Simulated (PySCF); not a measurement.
CCl₂: from structure and modes to constants

All numbers come from PySCF, PBE0, basis C def2-TZVP, Cl def2-TZVP (no relativity, density fitting).

The singlet minimum has C2v symmetry. Masses (u): C 12.00000, Cl 34.96885.

```xyz
3
charge 0 multiplicity 1, angstrom
C    -0.8413    0.0000    0.0000
Cl    0.1444   -1.3950    0.0000
Cl    0.1444    1.3950    0.0000
```

Harmonic wavenumbers (cm⁻¹): 342.0 (a1, ×1), 741.8 (a1, ×1), 792.4 (b2, ×1).

(1) Find the principal moments of inertia and the rotational constants. What kind of rotor is it?

(2) What is the harmonic zero-point energy?

(3) Find the vibrational entropy and heat capacity at 298.15 K.

## Answers

(1) About the centre of mass I = 9.9511, 136.11, 146.06 u Å². With B = 16.8576/I this gives 1.694, 0.1239, 0.1154 cm⁻¹. The molecule is an asymmetric top with κ = -0.99.

(2) Half the sum of all 3 wavenumbers, 1876/2 = 938 cm⁻¹, which is 11.2 kJ/mol (1 cm⁻¹ = 0.0119627 kJ/mol).

(3) With u = 1.43878 ω/T, each mode gives S = R[u/(eᵘ−1) − ln(1−e⁻ᵘ)] and C = R u² eᵘ/(eᵘ−1)².
```csv
ω (cm⁻¹),u,S (J/(mol K)),C (J/(mol K))
342.0,1.650,5.03,6.66
741.8,3.580,1.09,3.14
792.4,3.824,0.89,2.78
```
The sums over all modes are S = 7.0 and C = 12.6 J/(mol K); the softest mode gives 72 % of the entropy.
